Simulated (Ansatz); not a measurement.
System: cubic perovskite KTaO3. Method: RPBE (Ansatz, an electronic-structure program, plane waves, PAW).

Settings: plane-wave cutoff 520 eV, 8×8×8 k mesh, Fermi–Dirac smearing 0.01 eV, scalar-relativistic PAW data made under PBE.

Cell (relaxed at this level):

```
CELL_PARAMETERS angstrom
      4.05522     0.00000     0.00000
      0.00000     4.05522     0.00000
      0.00000     0.00000     4.05522
ATOMIC_POSITIONS crystal
  K  0.00000 0.00000 0.00000
  Ta 0.50000 0.50000 0.50000
  O  0.50000 0.00000 0.50000
  O  0.00000 0.50000 0.50000
  O  0.50000 0.50000 0.00000
```

Q: Predict the bulk modulus, band gap, smallest direct gap on the k points sampled and pressure derivative B′ of the bulk modulus.

A: 
- bulk modulus: 175 GPa
- band gap: 2.16 eV
- smallest direct gap on the k points sampled: 2.78 eV
- pressure derivative B′ of the bulk modulus: 4.5

Measured, for comparison: band gap 3.64 eV (temperature not stated, no zero-point or thermal correction, indirect; as tabulated in Himmetoglu and Janotti (2016), arXiv:1601.06205); bulk modulus 220 GPa (temperature not stated, no zero-point or thermal correction; as tabulated in Tinte et al. (1998), arXiv:cond-mat/9809379). Computed (rounded) less measured: bulk modulus -20 %.

Spin–orbit coupling is not included.

The computed numbers hold no vibrational or temperature effects.
